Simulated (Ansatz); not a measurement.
SiH2 (SMILES [SiH2], charge +1) moved off its minimum; all values from Ansatz (a first-principles code), cores frozen in correlated methods. Open shells are unrestricted.
(charge 1, multiplicity 2)
```xyz
3

Si     0.0030    -0.0497    -0.2908
H     -1.1878    -0.7038     0.2499
H      1.4047    -0.7421    -0.0515
```

Forces at MP2/aug-cc-pV(T+d)Z (eV/Å):

```csv
atom,Fx,Fy,Fz
Si1,1.642,-0.685,0.204
H2,-0.244,-0.065,0.069
H3,-1.398,0.749,-0.274
```

### Question
Give the forces (eV/Å), the total energy and the dipole at CCSD(T)/aug-cc-pV(T+d)Z.

### Answer

```
atom      Fx      Fy      Fz
----  ------  ------  ------
Si1    1.573  -0.496   0.100
H2    -0.385  -0.146   0.136
H3    -1.188   0.642  -0.236
```
Energy -289.8385 hartree.
